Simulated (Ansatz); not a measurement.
Input and command of a calculation in Ansatz (plane waves; scalar-relativistic PAW potentials unless the input names others):

```yaml
crystal:
  lattice:
    - [0.0, -1.90155, -1.90155]
    - [0.0, 1.90155, -1.90155]
    - [3.8031, 0.0, 0.0]
  atoms:
    - { symbol: Rh, position: [0.4881675475, 0.5118324525, 0.5] }
    - { symbol: Rh, position: [0.0118324525, -0.0118324525, 0.0] }
basis:
  ecutwfc: 420
kpoints:
  mp_grid: { grid: [18, 18, 12] }
hamiltonian:
  xc: pbesol
  hubbard: { sites: [{ species: Rh, l: d, u_eff: 4.0 }], double_counting: fll }
scf:
  occupations: { method: cold, width: 0.1 }
  mixing: { preconditioner: resta }
output:
  forces: true
  eigenvalues: true
  stress: true
```

```bash
ansatz run input.yaml --threads 2 --pin off --max-ram 5120MiB --backend cpu --events-out ev --progress --plain --runs-dir out
```

Abridged log:
```
Rh: projections on atomic orbitals take those of the free atom [Ar 3d10] 4s2 4p6 4d8 5s1, of charge +0.00 (hamiltonian.pseudopotentials.projection_atoms); the dataset's partial waves leave at most 8.9e-6 of an orbital's norm unspanned inside its sphere
Pseudopotentials: kind: paw
Pseudopotential: Rh, paw, valence charge 17, recommended cutoff 420 eV (normal)
Functional definition: PBEsol
Crystal: 2 atoms, lattice volume = 27.503 Å³
Basis set: ecut = 420 eV, 537 PW (Γ), exchange–correlation on 36×36×54 points (8 copies of the dense FFT grid, shifted against one another)
Bands: 21, of which v1, the nominal top of the filled ones, is band 17 counted from 1 (16 counted from 0)
Symmetry: 8 space group operations
Space group: Cmcm (ITA 63), of the structure as read, at distance tolerance 3.0e-5 Å
k-points: 637 of 3888
Initial density: superposition of atomic densities (chi_scale 0.1, normalization cell)
Initial wavefunctions: pseudopotential atomic-orbital guess
Functional: x = pbesol(κ = 0.804, μ = 0.12345679), c = pbesol(β = 0.046)
SCF iter   1: F=—  HF=-12672.308904 eV  |F-HF|=—  |Δ(HF+E_count)|=         —  Δρ=1.06e-1  dr2=2.76e0  ethr=3.10e-3  ⟨swp⟩=4.2  Hψ=51273  notcnv=0
SCF iter   2: F=—  HF=-12671.610877 eV  |F-HF|=—  |Δ(HF+E_count)|=   6.98e-1  S|Δr|=    0.00e0  Δρ=4.39e-2  dr2=2.57e-1  ethr=3.10e-3  ⟨swp⟩=2.0  Hψ=30378  notcnv=0  defer=115
SCF iter   3: F=—  HF=-12671.556978 eV  |F-HF|=—  |Δ(HF+E_count)|=   5.39e-2  S|Δr|=    0.00e0  Δρ=1.97e-2  dr2=1.87e-2  ethr=7.56e-4  ⟨swp⟩=2.5  Hψ=25001  notcnv=0  defer=112
SCF iter   4: F=—  HF=-12671.586500 eV  |F-HF|=—  |Δ(HF+E_count)|=   2.95e-2  S|Δr|=    0.00e0  Δρ=4.10e-3  dr2=7.55e-4  ethr=5.49e-5  ⟨swp⟩=2.0  Hψ=22131  notcnv=0  defer=112
SCF iter   5: F=—  HF=-12671.588334 eV  |F-HF|=—  |Δ(HF+E_count)|=   1.83e-3  S|Δr|=    0.00e0  Δρ=1.08e-3  dr2=2.20e-4  ethr=2.22e-6  ⟨swp⟩=2.3  Hψ=23916  notcnv=0  defer=105
SCF iter   6: F=—  HF=-12671.588273 eV  |F-HF|=—  |Δ(HF+E_count)|=   6.08e-5  S|Δr|=    0.00e0  Δρ=2.19e-4  dr2=7.84e-6  ethr=6.47e-7  ⟨swp⟩=2.0  Hψ=19634  notcnv=0  defer=105
SCF iter   7: F=—  HF=-12671.588272 eV  |F-HF|=—  |Δ(HF+E_count)|=   1.33e-6  S|Δr|=    0.00e0  Δρ=3.10e-5  dr2=6.87e-8  ethr=2.94e-10  ⟨swp⟩=4.3  Hψ=63297  notcnv=0
SCF iter   8: F=-12671.588272 eV  HF=-12671.588272 eV  |F-HF|=9.42e-10  |Δ(HF+E_count)|=   7.51e-8  S|Δr|=    0.00e0  Δρ=5.71e-6  dr2=2.46e-9  ethr=2.02e-10  ⟨swp⟩=2.3  Hψ=51801  notcnv=0
SCF 1 converged in 8 iterations: F = -12671.588272 eV  dr2 = 2.46e-9
SCF converged after 8 iterations
Stability not checked: this state was not tested for a lower state beside it, because cold or Methfessel-Paxton smearing, or corrected tetrahedra, fill the levels in a way that the test cannot read (fill_not_monotonic; see scf.lower_state_search)
Free energy (F): -12671.588272 eV
Harris-Foulkes:  -12671.588272 eV  (|F-HF|=9.42e-10)
Internal energy: -12671.588678 eV  (E = F + TS)
E sigma→0 (E₀):  -12671.588407 eV
Entropy (-TS):   0.000406 eV (0.203 meV/atom)
Fermi energy:    21.247822 eV
--- Forces (eV/Å), atoms counted from 1 ---
  atom   1  Rh     0.00000000    -0.57385520     0.00000000
  atom   2  Rh     0.00000000     0.57385520     0.00000000
--- Stress (GPa, compression-positive) ---
       -4.208857       0.000000       0.000000
        0.000000      -4.780716       0.000000
        0.000000       0.000000      -5.840394
  P = ⅓ Tr σ = -4.9433 GPa (-49.433 kbar)
Occupation matrices written to <dir>
```

Apart from outputs and empty bands, the input differs from a reference run on usual settings in scf.mixing.preconditioner: not typed → "resta"; scf.occupations.method: "gaussian" → "cold"; scf.occupations.width: 0.15 → 0.1; hamiltonian.hubbard: not typed → {"sites": [{"species": "Rh", "l": "d", "u_eff": 4.0}], "double_counting": "fll"}. The reference, at the same geometry (not necessarily relaxed), gave pressure -4.53 GPa, largest force 0.576 eV/Å, no gap on the mesh. This run converged in 8 SCF iterations (reference: 6) with an energy at zero smearing 2.9 eV/atom above the reference's (the Hamiltonian itself differs), pressure -4.94 GPa, largest force 0.574 eV/Å, no gap on the mesh.

The run took 18 s on 2 threads of Arm Neoverse V1, with other jobs on the host, peak memory 0.75 GiB.